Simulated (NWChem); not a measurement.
Everything below was run with NWChem. System: H$_{2}$Si, charge 2, spin multiplicity 1, at the geometry of a parent with another charge or spin, in a state set for the comparison that need not be this species' ground state. Level: CCSD(T)/def2-TZVP, 5 core orbitals frozen.

Input file:

```
start mol
memory heap 100 mb stack 700 mb global 1900 mb
charge 2
geometry units angstroms nocenter noautoz
  Si     0.000000     0.000000     0.094735
  H      1.310258     0.000000    -0.663148
  H     -1.310258     0.000000    -0.663148
  symmetry group C2v
end
basis spherical
  * library def2-tzvp
end
scf
  rhf
  nopen 0
  maxiter 100
  thresh 1e-7
  semidirect memsize 60000000 filesize 0
end
tce
  freeze core 5
  ccsd(t)
  2eorb
  2emet 13
  thresh 1e-6
  maxiter 100
  tilesize 24
end
task tce energy
```

NWChem printed:

```
             Northwest Computational Chemistry Package (NWChem) 7.3.0
             --------------------------------------------------------

                                NWChem Input Module
                                -------------------

 Scaling coordinates for geometry "geometry" by  1.889725989
 (inverse scale =  0.529177249)

 Turning off AUTOSYM since
 SYMMETRY directive was detected!

                             Geometry "geometry" -> ""
                             -------------------------

 Output coordinates in angstroms (scale by  1.889725989 to convert to a.u.)

  No.       Tag          Charge          X              Y              Z
 ---- ---------------- ---------- -------------- -------------- --------------
    1 Si                  14.0000     0.00000000     0.00000000     0.09473500
    2 H                    1.0000     1.31025800     0.00000000    -0.66314800
    3 H                    1.0000    -1.31025800     0.00000000    -0.66314800

 Effective nuclear repulsion energy (a.u.)       9.9907763557

            Nuclear Dipole moment (a.u.)
            ----------------------------
        X                 Y               Z
 ---------------- ---------------- ----------------
     0.0000000000     0.0000000000    -0.0000113384

      Symmetry information
      --------------------

 Group name             C2v
 Group number             16
 Group order               4
 No. of unique centers     2

      Symmetry unique atoms

     1    2


 Summary of "ao basis" -> "" (spherical)
 ------------------------------------------------------------------------------
       Tag                 Description            Shells   Functions and Types
 ---------------- ------------------------------  ------  ---------------------
 *                         def2-tzvp                  on all atoms

 Summary of "ao basis" -> "ao basis" (spherical)
 ------------------------------------------------------------------------------
       Tag                 Description            Shells   Functions and Types
 ---------------- ------------------------------  ------  ---------------------
 Si                        def2-tzvp                13       37   5s5p2d1f
 H                         def2-tzvp                 4        6   3s1p

                                 NWChem SCF Module
                                 -----------------

  ao basis        = "ao basis"
  functions       =    49
  atoms           =     3
  closed shells   =     7
  open shells     =     0
  charge          =   2.00
  wavefunction    = RHF
  use symmetry    = T
  symmetry adapt  = T

 Summary of "ao basis" -> "ao basis" (spherical)
 ------------------------------------------------------------------------------
       Tag                 Description            Shells   Functions and Types
 ---------------- ------------------------------  ------  ---------------------
 Si                        def2-tzvp                13       37   5s5p2d1f
 H                         def2-tzvp                 4        6   3s1p

      Symmetry analysis of basis
      --------------------------

        a1         21
        a2          4
        b1         14
        b2         10

 Forming initial guess at       0.1s

      Superposition of Atomic Density Guess
      -------------------------------------

 Sum of atomic energies:        -289.83502890

 Renormalizing density from      16.00 to     14

      Non-variational initial energy
      ------------------------------

 Total energy =    -265.599975
 1-e energy   =    -368.549258
 2-e energy   =      92.958507
 HOMO         =      -1.223660
 LUMO         =      -1.038628

      Symmetry analysis of molecular orbitals - initial
      -------------------------------------------------

  Numbering of irreducible representations:

     1 a1          2 a2          3 b1          4 b2

  Orbital symmetries:

     1 a1          2 a1          3 b1          4 a1          5 b2
     6 a1          7 b1          8 a1          9 b2         10 a1
    11 b1         12 a2         13 a1         14 b2         15 a1
    16 b1         17 a1

 Starting SCF solution at       0.3s

 ----------------------------------------------
         Quadratically convergent ROHF

 Convergence threshold     :          1.000E-07
 Maximum no. of iterations :          100
 Final Fock-matrix accuracy:          1.000E-09
 ----------------------------------------------

              iter       energy          gnorm     gmax       time
             ----- ------------------- --------- --------- --------
                 1     -288.5932203657  5.77D+00  2.26D+00      0.3
                 2     -289.0621027556  7.87D-01  3.05D-01      0.3
                 3     -289.0933449667  3.73D-01  1.57D-01      0.3
                 4     -289.0950714505  8.36D-02  3.62D-02      0.3
                 5     -289.0951638928  4.60D-03  3.07D-03      0.4
                 6     -289.0951671270  3.68D-06  1.38D-06      0.4
                 7     -289.0951671270  4.02D-09  1.56D-09      0.4

       Final RHF  results
       ------------------

         Total SCF energy =   -289.095167127039
      One-electron energy =   -410.870510263085
      Two-electron energy =    111.784566780385
 Nuclear repulsion energy =      9.990776355661

        Time for solution =      0.1s

       Symmetry analysis of molecular orbitals - final
       -----------------------------------------------

  Numbering of irreducible representations:

     1 a1          2 a2          3 b1          4 b2

  Orbital symmetries:

     1 a1          2 a1          3 b2          4 a1          5 b1
     6 a1          7 b1          8 a1          9 b2         10 a1
    11 b1         12 a1         13 a2         14 a1         15 b2
    16 b1         17 a1

             Final eigenvalues
             -----------------

              1
    1  -69.5364
    2   -6.8701
    3   -4.9731
    4   -4.9719
    5   -4.9697
    6   -1.2597
    7   -1.0696
    8   -0.6170
    9   -0.5369
   10   -0.3519
   11   -0.3336
   12   -0.2101
   13   -0.2023
   14   -0.1921
   15   -0.1892
   16   -0.1757
   17   -0.1571

                       ROHF Final Molecular Orbital Analysis
                       -------------------------------------

 Vector    5  Occ=2.000000D+00  E=-4.969739D+00  Symmetry=b1
              MO Center= -6.5D-17, -6.4D-20,  9.5D-02, r^2= 1.0D-01
   Bfn.  Coefficient  Atom+Function         Bfn.  Coefficient  Atom+Function
  ----- ------------  ---------------      ----- ------------  ---------------
     6      0.717498  1 Si px                 9      0.349974  1 Si px

 Vector    6  Occ=2.000000D+00  E=-1.259696D+00  Symmetry=a1
              MO Center= -5.6D-15,  4.1D-17, -2.2D-01, r^2= 1.5D+00
   Bfn.  Coefficient  Atom+Function         Bfn.  Coefficient  Atom+Function
  ----- ------------  ---------------      ----- ------------  ---------------
     4      0.734871  1 Si s                  3     -0.385644  1 Si s
     5      0.213249  1 Si s

 Vector    7  Occ=2.000000D+00  E=-1.069649D+00  Symmetry=b1
              MO Center=  5.5D-15,  3.2D-16, -3.5D-01, r^2= 1.9D+00
   Bfn.  Coefficient  Atom+Function         Bfn.  Coefficient  Atom+Function
  ----- ------------  ---------------      ----- ------------  ---------------
    15      0.441446  1 Si px                39      0.213342  2 H  s
    45     -0.213342  3 H  s                 12      0.169207  1 Si px

 Vector    8  Occ=0.000000D+00  E=-6.169882D-01  Symmetry=a1
              MO Center= -2.4D-14, -2.0D-16,  4.1D-01, r^2= 2.0D+00
   Bfn.  Coefficient  Atom+Function         Bfn.  Coefficient  Atom+Function
  ----- ------------  ---------------      ----- ------------  ---------------
    17      0.509457  1 Si pz                 4      0.343772  1 Si s
     5      0.279446  1 Si s                 20      0.186820  1 Si pz
     3     -0.177161  1 Si s

 Vector    9  Occ=0.000000D+00  E=-5.368737D-01  Symmetry=b2
              MO Center= -9.3D-16, -1.6D-15,  1.2D-01, r^2= 2.2D+00
   Bfn.  Coefficient  Atom+Function         Bfn.  Coefficient  Atom+Function
  ----- ------------  ---------------      ----- ------------  ---------------
    16      0.629106  1 Si py                19      0.338039  1 Si py
     7     -0.170493  1 Si py                13      0.166967  1 Si py

 Vector   10  Occ=0.000000D+00  E=-3.519243D-01  Symmetry=a1
              MO Center= -1.2D-13,  3.1D-16, -3.1D-01, r^2= 3.3D+00
   Bfn.  Coefficient  Atom+Function         Bfn.  Coefficient  Atom+Function
  ----- ------------  ---------------      ----- ------------  ---------------
     5      0.828659  1 Si s                 40     -0.679104  2 H  s
    46     -0.679104  3 H  s                 20     -0.606546  1 Si pz
     4      0.397489  1 Si s                 17     -0.292230  1 Si pz
    30     -0.271821  1 Si d  2               3     -0.185662  1 Si s
    39     -0.158519  2 H  s                 45     -0.158519  3 H  s

 center of mass
 --------------
 x =   0.00000000 y =   0.00000000 z =   0.08277285

 moments of inertia (a.u.)
 ------------------
           3.856588978972           0.000000000000           0.000000000000
           0.000000000000          16.213969909438           0.000000000000
           0.000000000000           0.000000000000          12.357380930467

  Mulliken analysis of the total density
  --------------------------------------

    Atom       Charge   Shell Charges
 -----------   ------   -------------------------------------------------------
    1 Si  14    12.72   2.00  0.59  1.38  1.17  0.36  4.10  1.74  0.38  0.79  0.10  0.04  0.05  0.01
    2 H    1     0.64   0.19  0.42  0.01  0.01
    3 H    1     0.64   0.19  0.42  0.01  0.01

       Multipole analysis of the density wrt the origin
       ------------------------------------------------

     L   x y z        total         open         nuclear
     -   - - -        -----         ----         -------
     0   0 0 0      2.000000      0.000000     16.000000

     1   1 0 0      0.000000      0.000000      0.000000
     1   0 1 0     -0.000000      0.000000      0.000000
     1   0 0 1      0.362475      0.000000     -0.000011

     2   2 0 0     -3.948551      0.000000     12.261435
     2   1 1 0     -0.000000      0.000000      0.000000
     2   1 0 1     -0.000000      0.000000      0.000000
     2   0 2 0     -4.981087      0.000000      0.000000
     2   0 1 1      0.000000      0.000000      0.000000
     2   0 0 2     -3.695560      0.000000      3.589550

                   NWChem Extensible Many-Electron Theory Module
                   ---------------------------------------------


            General Information
            -------------------
      Number of processors :     1
         Wavefunction type : Restricted Hartree-Fock
          No. of electrons :    14
           Alpha electrons :     7
            Beta electrons :     7
           No. of orbitals :    98
            Alpha orbitals :    49
             Beta orbitals :    49
        Alpha frozen cores :     5
         Beta frozen cores :     5
     Alpha frozen virtuals :     0
      Beta frozen virtuals :     0
         Spin multiplicity : singlet
    Number of AO functions :    49
       Number of AO shells :    21
        Use of symmetry is : on
      Symmetry adaption is : on
         Schwarz screening : 0.10D-09

          Correlation Information
          -----------------------
          Calculation type : Coupled-cluster singles & doubles w/ perturbation
   Perturbative correction : (T)
            Max iterations :      100
        Residual threshold : 0.10D-05
     T(0) DIIS level shift : 0.00D+00
     L(0) DIIS level shift : 0.00D+00
     T(1) DIIS level shift : 0.00D+00
     L(1) DIIS level shift : 0.00D+00
     T(R) DIIS level shift : 0.00D+00
     T(I) DIIS level shift : 0.00D+00
   CC-T/L Amplitude update :  5-th order DIIS
                I/O scheme : Global Array Library
        L-threshold :  0.10D-05
        EOM-threshold :  0.10D-05
 no EOMCCSD initial starts read in
 TCE RESTART OPTIONS
 SLICE:      F
 D4D5:       F
 quantumc:   F
 qrotation:  F
 pwtce:      F
 qducc:      F
 nacto:                         0
 nrotv:                         0
 nrot:                          0

            Memory Information
            ------------------
          Available GA space size is     249034399 doubles
          Available MA space size is     104853452 doubles

 Maximum block size supplied by input
 Maximum block size        24 doubles

 tile_dim =     17

 -------------------------------------------------

 Global array virtual files algorithm will be used

 Parallel file system coherency ......... OK

 4-electron integrals stored in orbital form

 v2    file size   =           333094
 4-index algorithm nr.  13 is used
 imaxsize =       30
 imaxsize ichop =        0


CCSD iterations
 ---------------------------------------------------------
 Iter          Residuum       Correlation     Cpu    Wall
 ---------------------------------------------------------
    1   0.0959025137549  -0.0647005591965     0.0     0.0
    2   0.0356225583450  -0.0787032796223     0.0     0.0
    3   0.0159870713724  -0.0829534828106     0.0     0.0
    4   0.0081993638243  -0.0845590027385     0.0     0.0
    5   0.0046142085086  -0.0852534720590     0.1     0.1
    6   0.0008242767439  -0.0859893847157     0.0     0.0
    7   0.0004070446718  -0.0859670101469     0.0     0.0
    8   0.0002388560097  -0.0859680663533     0.0     0.0
    9   0.0001499621384  -0.0859687205100     0.0     0.0
   10   0.0000954289418  -0.0859700254803     0.0     0.0
   11   0.0000107980945  -0.0859731816113     0.0     0.0
   12   0.0000038673484  -0.0859742304364     0.1     0.1
   13   0.0000019764467  -0.0859745342191     0.0     0.0
   14   0.0000011012899  -0.0859746717245     0.0     0.0
   15   0.0000006450438  -0.0859747381649     0.0     0.0
 -----------------------------------------------------------------
 Iterations converged
 CCSD correlation energy / hartree =        -0.085974738164925
 CCSD total energy / hartree       =      -289.181141865203585

 Singles contributions

 Doubles contributions
 CCSD(T)
 Using plain CCSD(T) code
             total no. of tasks           80
 total no. of tasks / no. procs           80
                         wl_min          192           2.4
                         wl_max         4913           4.1
        thresh for no. of tasks           80

 CCSD[T]  correction energy / hartree =        -0.001343129453218
 CCSD[T] correlation energy / hartree =        -0.087317867618144
 CCSD[T] total energy / hartree       =      -289.182484994656818
 CCSD(T)  correction energy / hartree =        -0.001306418305343
 CCSD(T) correlation energy / hartree =        -0.087281156470269
 CCSD(T) total energy / hartree       =      -289.182448283508904

 Task  times  cpu:        3.0s     wall:        3.0s

 Total times  cpu:        3.1s     wall:        3.1s
```
